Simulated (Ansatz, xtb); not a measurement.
# H2PSi: where a starting geometry ends

The starting geometry of this gas-phase doublet has its atoms placed at random.

```xyz
4

P    -1.3888    0.2703   -1.0854
Si    0.4264   -0.2395   -0.8217
H    -1.5658    0.1124    0.3541
H     1.1619   -0.2895    0.7550
```

Question: Guess where an optimisation with r2SCAN-D4/def2-SVP ends from this start.

Answer: It ends as a structure given below by its coordinates. Distances that change by over a tenth: Si2–H4 (1.74 → 1.51 Å).

The energy falls by 0.78 eV over 7 steps:

```json
{"step": "1", "E − E(last) (eV)": "0.777"}
{"step": "2", "E − E(last) (eV)": "0.031"}
{"step": "3", "E − E(last) (eV)": "0.006"}
{"step": "4", "E − E(last) (eV)": "0.000"}
{"step": "5", "E − E(last) (eV)": "0.000"}
{"step": "6", "E − E(last) (eV)": "0.000"}
{"step": "7", "E − E(last) (eV)": "0.000"}
```

Final geometry (Å):

```xyz
4

P    -1.4590    0.2094   -1.0882
Si    0.5585   -0.1784   -0.7107
H    -1.6330    0.1758    0.3413
H     1.1672   -0.3531    0.6595
```

From the same start GFN2-xTB reaches the same bonding as this run.

From so rough a start the end depends on the optimiser's path, so another program may land elsewhere. The end wasn't checked by frequencies. Open shells are spin-unrestricted. Run with Ansatz 0.2.0, 40 s on 1 thread of Intel(R) Xeon(R) Processor @ 2.50GHz (Skylake/Cascade Lake), on a shared host.
